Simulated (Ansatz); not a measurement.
A relaxation, step by step

CH6OS (SMILES S.CO), closed shell, PBE0-D4/def2-TZVP (Ansatz 0.2.0). Settings:

```yaml
hamiltonian: {xc: pbe0, dispersion: d4}
relax: {f_tol: 0.005, max_steps: 200}
```

Start (the SMILES describes the start alone):

```json
{"atom": "S1", "x (Å)": "-0.6077", "y (Å)": "0.0271", "z (Å)": "-2.4658"}
{"atom": "H2", "x (Å)": "0.4027", "y (Å)": "-0.8838", "z (Å)": "-2.4803"}
{"atom": "H3", "x (Å)": "-0.0849", "y (Å)": "0.6421", "z (Å)": "-1.3521"}
{"atom": "C4", "x (Å)": "0.1532", "y (Å)": "-0.2923", "z (Å)": "1.1360"}
{"atom": "O5", "x (Å)": "0.2779", "y (Å)": "1.0190", "z (Å)": "0.5984"}
{"atom": "H6", "x (Å)": "1.1527", "y (Å)": "-0.7674", "z (Å)": "1.0760"}
{"atom": "H7", "x (Å)": "-0.5610", "y (Å)": "-0.9235", "z (Å)": "0.5563"}
{"atom": "H8", "x (Å)": "-0.1538", "y (Å)": "-0.2884", "z (Å)": "2.2074"}
{"atom": "H9", "x (Å)": "-0.5792", "y (Å)": "1.4674", "z (Å)": "0.7243"}
```

```json
{"step": "1", "energy less the last (meV)": "63.5", "largest force component (eV/Å)": "0.769"}
{"step": "4", "energy less the last (meV)": "11.8", "largest force component (eV/Å)": "0.031"}
{"step": "7", "energy less the last (meV)": "10.3", "largest force component (eV/Å)": "0.063"}
{"step": "10", "energy less the last (meV)": "9.8", "largest force component (eV/Å)": "0.016"}
{"step": "13", "energy less the last (meV)": "8.2", "largest force component (eV/Å)": "0.003"}
{"step": "16", "energy less the last (meV)": "7.3", "largest force component (eV/Å)": "0.207"}
{"step": "19 (rejected trial)", "energy less the last (meV)": "12.6", "largest force component (eV/Å)": "0.604"}
{"step": "22", "energy less the last (meV)": "4.4", "largest force component (eV/Å)": "0.126"}
{"step": "25", "energy less the last (meV)": "2.3", "largest force component (eV/Å)": "0.006"}
{"step": "28", "energy less the last (meV)": "2.0", "largest force component (eV/Å)": "0.003"}
{"step": "31", "energy less the last (meV)": "0.8", "largest force component (eV/Å)": "0.003"}
{"step": "34 (rejected trial)", "energy less the last (meV)": "0.7", "largest force component (eV/Å)": "0.108"}
{"step": "37", "energy less the last (meV)": "0.1", "largest force component (eV/Å)": "0.015"}
{"step": "40 (rejected trial)", "energy less the last (meV)": "0.1", "largest force component (eV/Å)": "0.048"}
{"step": "43", "energy less the last (meV)": "0.0", "largest force component (eV/Å)": "0.009"}
{"step": "44", "energy less the last (meV)": "0.0", "largest force component (eV/Å)": "0.002"}
```

Step 7, positions (Å) and forces (eV/Å):

```tsv
atom	x	y	z	Fx	Fy	Fz
S1	-0.535	0.006	-2.614	0.033	-0.031	-0.003
H2	0.523	-0.814	-2.711	-0.032	0.030	0.002
H3	-0.100	0.534	-1.450	0.001	0.002	-0.001
C4	0.123	-0.290	1.209	-0.018	-0.040	0.027
O5	0.192	0.988	0.608	0.005	-0.010	0.001
H6	1.058	-0.802	0.976	-0.038	0.011	0.009
H7	-0.708	-0.888	0.812	0.049	0.041	0.024
H8	0.030	-0.225	2.301	0.008	-0.001	-0.063
H9	-0.582	1.493	0.869	-0.008	-0.003	0.004
```

Step 13, positions (Å) and forces (eV/Å):

```
atom       x       y       z      Fx      Fy      Fz
  S1  -0.545  -0.081  -2.607   0.001  -0.002   0.003
  H2   0.634  -0.692  -2.796   0.002   0.003  -0.003
  H3  -0.138   0.486  -1.451  -0.002  -0.001  -0.001
  C4   0.104  -0.290   1.225   0.000   0.001   0.003
  O5   0.183   0.971   0.589   0.001  -0.001  -0.001
  H6   0.991  -0.851   0.929  -0.001  -0.001  -0.002
  H7  -0.780  -0.855   0.911  -0.003   0.000   0.001
  H8   0.105  -0.197   2.316   0.002   0.000   0.001
  H9  -0.555   1.510   0.884   0.001   0.000  -0.001
```

Step 16, positions (Å) and forces (eV/Å):

| atom | x | y | z | Fx | Fy | Fz |
| --- | --- | --- | --- | --- | --- | --- |
| S1 | -0.541 | -0.147 | -2.617 | 0.207 | -0.066 | -0.028 |
| H2 | 0.713 | -0.571 | -2.881 | -0.200 | 0.072 | 0.039 |
| H3 | -0.167 | 0.432 | -1.455 | -0.007 | -0.007 | -0.012 |
| C4 | 0.089 | -0.291 | 1.246 | -0.005 | -0.012 | 0.004 |
| O5 | 0.170 | 0.946 | 0.564 | -0.036 | 0.009 | 0.032 |
| H6 | 0.932 | -0.895 | 0.908 | -0.034 | 0.012 | 0.017 |
| H7 | -0.837 | -0.832 | 1.012 | 0.042 | 0.029 | 0.012 |
| H8 | 0.168 | -0.164 | 2.332 | 0.002 | -0.009 | -0.044 |
| H9 | -0.526 | 1.523 | 0.890 | 0.031 | -0.029 | -0.020 |

Last step (44):

```
atom    x (Å)    y (Å)    z (Å)
  S1  -0.3427  -0.4357  -2.6604
  H2   0.8976  -0.0986  -3.0430
  H3  -0.2348   0.2413  -1.4978
  C4   0.0280  -0.2888   1.3016
  O5   0.0234   0.8615   0.4792
  H6   0.5661  -1.0650   0.7576
  H7  -0.9844  -0.6537   1.5072
  H8   0.5429  -0.1082   2.2516
  H9  -0.4960   1.5473   0.9042
```

The run took about 64 s on 4 CPU threads of an Arm Neoverse V1 (shared host).
